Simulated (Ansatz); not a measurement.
## Worked example: correlation energy of HN–CH, sextet

Geometry: that of the HN–CH, quartet, kept fixed. The quartet lies 8.8 eV lower here.

```yaml
atoms:
  - { symbol: N, position_ang: [-0.0301, -0.1308, 0.6612] }
  - { symbol: C, position_ang: [0.1162, 0.1026, -0.7459] }
  - { symbol: H, position_ang: [-0.2826, 0.7427, 1.1410] }
  - { symbol: H, position_ang: [-0.6838, -0.1484, -1.4423] }
```

Basis cc-pVDZ; Ansatz 0.2.0. Only valence electrons are correlated (noble-gas cores frozen), which leaves 11 electrons in 36 orbitals. Prefix R: restricted or restricted open-shell reference; prefix U: unrestricted.

Full CI isn't at hand for all of this; UCCSDT(Q) serves as the reference, and is uncertain by about the last step of the cluster series.

Runs differ by some tens of microhartree through their thresholds and, for an open shell, their frozen cores, so steps under 0.03 kcal/mol mean nothing.

```json
{"level": "UHF", "total energy (hartree)": "-93.033350"}
{"level": "UMP2", "total energy (hartree)": "-93.210827"}
{"level": "UCCSD", "total energy (hartree)": "-93.243583"}
{"level": "UCCSD(T)", "total energy (hartree)": "-93.247885"}
{"level": "UCCSDT", "total energy (hartree)": "-93.248707"}
{"level": "UCCSDT(Q)", "total energy (hartree)": "-93.248949"}
```

Task: What is the correlation energy at UCCSDT(Q), and what share of it do UMP2 and UCCSD recover?

Result: E(corr) = -93.248949 − (-93.033350) = -0.215599 hartree = -5.867 eV. UMP2: -0.177477 / -0.215599 = 82.32 %. UCCSD: -0.210233 / -0.215599 = 97.51 %.

Task: By how many kcal/mol does UCCSD(T) miss UCCSDT(Q) (1 hartree = 627.509 kcal/mol), and which steps make up the rest?

Result: -93.247885 − (-93.248949) = 0.001064 hartree = 0.67 kcal/mol. Steps: UCCSDT − UCCSD(T) = -0.52, UCCSDT(Q) − UCCSDT = -0.15 kcal/mol. That is within 1 kcal/mol of the reference in this basis, which itself misses far more of the correlation at the basis-set limit.
